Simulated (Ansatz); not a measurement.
System: graphite. Method: rVV10 in Ansatz (plane waves, PAW).

Input file:

Ansatz 0.2 input:
```yaml
crystal:
  lattice:
    - [1.2351821277, -2.1393982017, 0.0]
    - [1.2351821277, 2.1393982017, 0.0]
    - [0.0, 0.0, 6.7441677399]
  atoms:
    - { symbol: C, position: [0.0, 0.0, 0.25] }
    - { symbol: C, position: [0.0, 0.0, 0.75] }
    - { symbol: C, position: [0.3333333333, 0.6666666667, 0.25] }
    - { symbol: C, position: [0.6666666667, 0.3333333333, 0.75] }
basis:
  ecutwfc: 520
  ecutrho_ratio: 4
  xc_grid: 2
kpoints:
  mp_grid: { grid: [24, 24, 8] }
hamiltonian:
  xc: { exchange: rpw86, correlation: pbe }
  dispersion: rvv10
  pseudopotentials: { kind: paw }
scf:
  occupations: { method: fermi_dirac, width: 0.05 }
  convergence: { dr2_threshold: 0.0000000004 }
output:
  forces: true
  stress: true
  eigenvalues: true
```

From the output:

```
Crystal: 4 atoms, lattice volume = 35.644 Å³
Basis set: ecut = 520 eV, 979 PW (Γ), exchange–correlation on 40×40×108 points (8 copies of the dense FFT grid, shifted against one another)
Bands: 12, of which v1, the nominal top of the filled ones, is band 8 counted from 1 (7 counted from 0)
Symmetry: 24 space group operations
Space group: P63/mmc (ITA 194), of the structure as read, at distance tolerance 3.3e-5 Å
k-points: 305 of 4608
Functional: x = rpw86, c = pbe(β = 0.06672455060314922) + rvv10(b = 6.3, C = 0.0093)
SCF iter   1: F=—  HF=-1016.302363 eV  |F-HF|=—  |Δ(HF+E_count)|=         —  Δρ=8.64e-3  dr2=1.65e-2
SCF iter   2: F=—  HF=-1016.298656 eV  |F-HF|=—  |Δ(HF+E_count)|=   3.71e-3  Δρ=4.82e-3  dr2=5.34e-3
  ...
SCF iter   5: F=—  HF=-1016.296732 eV  |F-HF|=—  |Δ(HF+E_count)|=   9.65e-7  Δρ=1.02e-5  dr2=2.34e-8
SCF iter   6: F=-1016.296732 eV  HF=-1016.296732 eV  |F-HF|=1.28e-10  |Δ(HF+E_count)|=  6.55e-10  Δρ=1.57e-6  dr2=3.82e-10
SCF 1 converged in 6 iterations: F = -1016.296732 eV  dr2 = 3.82e-10
SCF converged after 6 iterations
Free energy (F): -1016.296732 eV
Internal energy: -1016.296180 eV  (E = F + TS)
E sigma→0 (E₀):  -1016.296456 eV
Fermi energy:    6.847921 eV
--- Forces (eV/Å), atoms counted from 1 ---
  atom   1  C      0.00000000    -0.00000000     0.00000000
  atom   2  C     -0.00000000     0.00000000     0.00000000
  atom   3  C     -0.00000000     0.00000000     0.00000000
  atom   4  C     -0.00000000    -0.00000000     0.00000000
--- Stress (GPa, compression-positive) ---
        0.000665      -0.000000       0.000000
       -0.000000       0.000665       0.000000
        0.000000       0.000000       0.000315
  P = ⅓ Tr σ = 0.0005 GPa (0.005 kbar)
```

The PAW data were made under PBE.

Ansatz is a first-principles code.
